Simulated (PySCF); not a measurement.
Isomers of [C5H9N2]+ (charge +1), one GFN2-xTB conformer each. Single-point energies are computed at PBE0/pcSseg-1 (PySCF, gas phase, no added dispersion term), electronic only.

Task: Rank them by PBE0/pcSseg-1 energy, lowest first (kJ/mol).
A. `CN1C=CC=[N+]1C`
B. `[CH3:1][CH2:2][n+:3]1[cH:4][cH:5][nH:6][cH:7]1` (charge +1) with C1–C2–N3–C4 86°
C. `Cn1cc[n+](C)c1`
D. `Cc1[nH]cc[n+]1C`
E. `[NH2:1]/[CH:2]=[CH:3]/[CH:4]=[CH:5]/[CH:6]=[NH2+:7]` (charge +1) with C2–C3–C4–C5 180°, C4–C5–C6–N7 180° (streptocyanine-5)
F. `Cc1c[nH+]c(C)[nH]1`

Result: F (0.0), D (28.6), B (57.4), C (63.6), E (94.1), A (148.3).

As drawn, the lowest has an N–H bond, which the highest lacks; the highest has an N–N linkage, which the lowest lacks. Neighbours under 21 kJ/mol apart (CC[n+]1cc[nH]c1 and Cn1cc[n+](C)c1) can change places with a better method, another conformer or zero-point energy. GFN2-xTB itself gives, in the same order: 0.0, 0.0, 31.5, 6.0, 197.0, 88.0. GFN2-xTB puts Cc1[nH]cc[n+]1C lowest instead; measured from each level's own lowest isomer, the values differ by up to 102.9 kJ/mol (N/C=C/C=C/C=[NH2+]: 197.0 against 94.1).

Task: Which frontier levels and rotational constants go with these structures?

Result: 
| SMILES | HOMO (eV, PBE0/pcSseg-1) | LUMO (eV) | A, B, C (MHz) |
| --- | --- | --- | --- |
| Cc1c[nH+]c(C)[nH]1 | -11.77 | -4.97 | 6519, 2048, 1589 |
| Cc1[nH]cc[n+]1C | -12.02 | -4.91 | 3895, 3276, 1819 |
| CC[n+]1cc[nH]c1 | -12.45 | -5.27 | 6720, 1957, 1716 |
| Cn1cc[n+](C)c1 | -12.29 | -5.04 | 7049, 2074, 1635 |
| N/C=C/C=C/C=[NH2+] | -10.29 | -6.23 | 23479, 809.0, 782.0 |
| Cn1ccc[n+]1C | -12.64 | -5.54 | 4100, 3298, 1871 |
